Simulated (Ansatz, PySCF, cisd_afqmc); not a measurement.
Species: PH3, charge 0, singlet. PH3 (phosphane, SMILES P).
B3LYP-D3(BJ)/def2-TZVP minimum from Ansatz (a program for electronic structure):
```
P
H 1 1.4188
H 1 1.4188 2 93.38
H 1 1.4188 2 93.38 3 93.59
```
Charge 0, spin multiplicity 1.

Atomisation energy term by term, kcal/mol (programs: Ansatz, cisd_afqmc). Open shells are spin-unrestricted; no spin-orbit coupling. Correlated methods leave the cores frozen. Rows without X2C or -DK are non-relativistic. AFQMC/CISD: phaseless, guided by CISD from CCSD amplitudes; bars are statistical, one sigma. Outlying blocks are dropped, and bars are widened where a walk drifts. Over all cases where full CI ran beside it in this data, AFQMC minus full CI had a median of +0.1 mEh and passed +0.4 mEh in a tenth of the cases. CBS(X,Y): correlation extrapolated as X^-3, Hartree-Fock from the larger set (Q,5: extrapolated as (X+1)exp(-9√X)). A bracket is a step between two methods taken in the basis named. 'core' is core correlation in cc-pwCVTZ (1s frozen past Ne), 'X2C' scalar relativity in cc-pVTZ-DK, both at CCSD(T). Where a partner has so few electrons that a lower coupled-cluster level is exact, that level stands in.

```tsv
term	basis	kcal/mol
Hartree-Fock	CBS(cc-pV(Q+d)Z,cc-pV(5+d)Z)	172.74
CCSD correlation	CBS(cc-pV(Q+d)Z,cc-pV(5+d)Z)	66.95
(T)	CBS(cc-pV(Q+d)Z,cc-pV(5+d)Z)	2.04
CCSDT(Q) - CCSD(T)	cc-pV(Q+d)Z	0.15
CCSDTQ - CCSDT(Q)	cc-pV(D+d)Z	0.00
core correlation	cc-pwCVTZ	0.38
scalar relativity	X2C, cc-pVTZ-DK	-0.44
minus zero-point energy	Hessian by PySCF at B3LYP-D3(BJ)/def2-TZVP	-14.99
sum: D0		226.8
```

The step beyond CCSD(T) by other levels: CCSDTQ in cc-pV(D+d)Z 0.25; AFQMC/CISD in cc-pV(D+d)Z 0.25 ± 0.04; CCSDT(Q) in cc-pV(D+d)Z 0.25; AFQMC/CISD in cc-pV(T+d)Z 0.26 ± 0.09; CCSDT(Q) in cc-pV(T+d)Z 0.13 kcal/mol.
